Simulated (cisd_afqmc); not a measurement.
Input (AFQMC/CISD/aug-cc-pVDZ; cisd_afqmc is a phaseless AFQMC code with CISD trial states that reads the integrals written by Ansatz):

Ansatz 0.2 input:
```python
import cisd_afqmc

open("ham.yaml", "w").write("""\
crystal:
  periodic: [false, false, false]
  atoms:
    - {symbol: C, position_ang: [0.00000000, -0.00000000, 0.00000000]}
    - {symbol: H, position_ang: [0.00000000, 1.08744517, -0.00000000]}
    - {symbol: H, position_ang: [-0.51262657, -0.36248172, 0.88789526]}
    - {symbol: H, position_ang: [-0.51262657, -0.36248172, -0.88789526]}
    - {symbol: H, position_ang: [1.02525314, -0.36248172, -0.00000000]}
basis:
  gaussian:
    orbitals: aug-cc-pVDZ
magnetization: {spin_polarized: false}
correlation: {method: ccsd, electrons: outside_noble_gas, hamiltonian_folder: ham}
""")
rep = cisd_afqmc.ansatz("ham.yaml")
e_ccsd = rep["correlation"]["coupled_cluster"]["energy"]["hartree"]
out = cisd_afqmc.run("ham", e_ccsd, trial="CISD", walkers=2000, populations=1, threads=12, dt=0.005, steps=40, early=24, settle=10, least=100,
    cut=5e-5, rank_cut=2e-4, target=0.0004, seconds=1000, seed=4, memory=62639, gpu=True)
```

Output:

```
orbitals 58, occupied [4], factors 324 of 572, rank of the doubles 81 of 216
E(HF) = -40.199623
E(CCSD) on the cut factors = -40.390731, shift to the whole factors -0.000021
Energy of the trial state on the determinant = -40.390726
  tau behind 7.2 of longer steps, mean of the populations' last blocks
   2.0  -40.39579
   4.0  -40.39589
   6.0  -40.39596
   8.0  -40.39579
  10.0  -40.39587
  12.0  -40.39550
  14.0  -40.39530
  16.0  -40.39559
  18.0  -40.39583
  20.0  -40.39531
  22.0  -40.39576
blocks 100 (0 outliers left out), error by blocks joined: 1: 0.00004, 2: 0.00005, 4: 0.00006, 8: 0.00007
E(AFQMC/CISD) = -40.39568 +/- 0.00007
```
